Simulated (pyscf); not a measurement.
**Substitution at Ge: Cl–GeH(Cl)–Cl (SMILES [Cl][GeH]([Cl])[Cl]) + Cl• (SMILES [Cl]) → Cl• (SMILES [Cl]) + Cl–GeH(Cl)–Cl (SMILES [Cl][GeH]([Cl])[Cl])**

Gas phase, doublet surface, charge 0. Bonds broken: Cl1–Ge2. Bonds formed: Ge2–Cl3. PySCF, gas phase, ωB97X-D3(BJ)/def2-SVP geometries.

Transition state (Å):

```xyz
6

Cl     0.9620     0.1094     0.8473
Ge    -1.2357     0.1173    -0.1266
Cl     0.1462    -1.6968    -0.8842
Cl    -3.1463     1.1576    -0.3121
Cl    -1.9335    -1.1169     1.4902
H     -0.6017     0.9174    -1.2596
```

One imaginary mode, 190i cm⁻¹; descent along it reached the two sides named, in the forms told below.

| bond | change | reactant side (Å) | saddle | product side |
|---|---|---|---|---|
| Cl1–Ge2 | breaks | 2.158 | 2.404 | 3.3 |
| Ge2–Cl3 | forms | 3.3 | 2.403 | 2.157 |

Electronic energies relative to the separated reactants (kJ/mol):

```
level                   barrier  reaction energy  reverse barrier
----------------------  -------  ---------------  ---------------
ωB97X-D3(BJ)/def2-TZVP    130.1              0.0            130.1
PBE/def2-TZVP              78.1              0.0             78.1
r²SCAN/def2-TZVP          100.8              0.0            100.8
B3LYP-D3(BJ)/def2-TZVP    110.6              0.0            110.6
PBE0-D3(BJ)/def2-TZVP     110.4              0.0            110.4
M06-2X/def2-TZVP          129.2              0.0            129.2
ωB97M-D3(BJ)/def2-TZVP    136.1              0.0            136.1
HF/def2-TZVP              269.1              0.0            269.1
```

With ωB97M-D3(BJ)/def2-TZVP energies and thermal terms (ideal gas, 1 atm, RRHO with modes under 100 cm⁻¹ raised to 100, one conformer, R ln 2 for chiral ones without a mode under 150 cm⁻¹), in kJ/mol:

```json
[
 {"T (K)": "298", "ΔH‡": "134.6", "ΔG‡": "169.5", "ΔH": "0.0", "ΔG": "0.0"},
 {"T (K)": "600", "ΔH‡": "133.4", "ΔG‡": "205.2", "ΔH": "0.0", "ΔG": "0.0"},
 {"T (K)": "900", "ΔH‡": "132.1", "ΔG‡": "241.4", "ΔH": "0.0", "ΔG": "0.0"},
 {"T (K)": "1200", "ΔH‡": "130.9", "ΔG‡": "278.0", "ΔH": "0.0", "ΔG": "0.0"}
]
```

On the reactant side the descent ends in what is likely a three-electron adduct, which functionals tend to overbind, 19.6 kJ/mol under the separated species and 149.7 kJ/mol under the saddle at ωB97X-D3(BJ)/def2-TZVP. On the product side the descent ends in what is likely a three-electron adduct, which functionals tend to overbind, 19.6 kJ/mol under the separated species and 149.7 kJ/mol under the saddle at ωB97X-D3(BJ)/def2-TZVP. Abstraction by the radical was not located in this set and often lies lower. This is the saddle that the search found; another between the same sides may lie lower. The angle at the attacked Ge is 66° (front-side attack). Left out: orbital degeneracy and the spin-orbit lowering of Cl. Elements up to Kr have no core potential and no relativistic terms here.
